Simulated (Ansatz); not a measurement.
What each rung costs, and what it gives

Saddle point of CH9NSi, singlet (CH₇NSi ([CH3][SiH2][NH2]) + H₂ → CH₆Si ([CH3][SiH3]) + NH₃; bonds formed: Si1–H7, N2–H6; bonds broken: Si1–N2, H6–H7), PBE0-D4/def2-TZVP structure:

Si1  (-0.657, -0.077, 0.013)
N2  (0.459, -0.916, 1.281)
H3  (-1.158, -1.388, -0.571)
H4  (-1.907, 0.466, 0.599)
C5  (0.165, 0.718, -1.467)
H6  (0.591, 0.240, 1.513)
H7  (0.190, 1.252, 1.064)
H8  (-0.004, -1.510, 1.962)
H9  (1.266, -1.398, 0.900)
H10  (0.132, 1.805, -1.400)
H11  (1.220, 0.426, -1.495)
H12  (-0.297, 0.381, -2.399)
(Å)

Barriers are electronic and count from the start structure reached by relaxing down the imaginary mode.

Ansatz 0.2.0; basis: as named in each row; cores frozen in the correlated methods. B3LYP uses VWN-RPA correlation. Extrapolation: Hartree–Fock as exp(−7.88 √X), correlation as X^−2.97.

Times are rough, for one single point on 4 threads of a shared host (Arm Neoverse V2).

The estimate by CCSD(T) at an estimated basis limit (MP2 extrapolated from triple and quadruple zeta, plus CCSD(T) − MP2 in triple zeta) is 2.225 eV.

```tsv
method	basis	time (s)	barrier (eV)	method less estimate
HF	STO-3G	under 1	3.882	1.657
PBE-D4	STO-3G	under 1	2.248	0.023
SPW92	def2-SVP	under 1	1.365	-0.860
B3LYP-D4	6-31G	under 1	2.084	-0.141
PBE-D4	def2-SVP	under 1	1.711	-0.515
PBE0-D4	def2-SVP	under 1	1.858	-0.367
SPW92	def2-TZVPP	under 1	1.475	-0.751
PBE-D4	def2-TZVPP	1	1.820	-0.406
BLYP-D4	def2-TZVPP	1	2.052	-0.174
B3LYP-D4	def2-TZVPP	2	2.138	-0.087
BHLYP-D4	def2-TZVPP	2	2.299	0.074
CCSD(T)	def2-SVP	2	2.193	-0.033
PBE0-D4	def2-TZVPP	2	1.950	-0.275
CAM-B3LYP-D4	def2-TZVPP	2	2.172	-0.054
wB97M-V	def2-SVP	2	1.985	-0.240
r2SCAN-D4	def2-TZVPP	3	1.988	-0.237
r2SCAN0-D4	def2-TZVPP	3	2.064	-0.161
B2PLYP	def2-TZVPP	3	2.226	0.001
RPA on PBE	def2-TZVPP	3	2.223	-0.003
PBE-QIDH	def2-TZVPP	3	2.115	-0.111
wB97X-V	def2-TZVPP	5	2.165	-0.060
wB97M-V	def2-TZVPP	6	2.132	-0.093
B97M-V	def2-TZVPP	6	1.998	-0.227
MP2	def2-QZVPP	14	2.243	0.017
CCSD(T)	def2-TZVPP	50	2.218	-0.007
```

All methods are single points on the PBE0-D4 structures.

The T1 diagnostic stays at or below 0.011.

Labels in which every atom is bracketed show which atoms are joined, not bond orders.
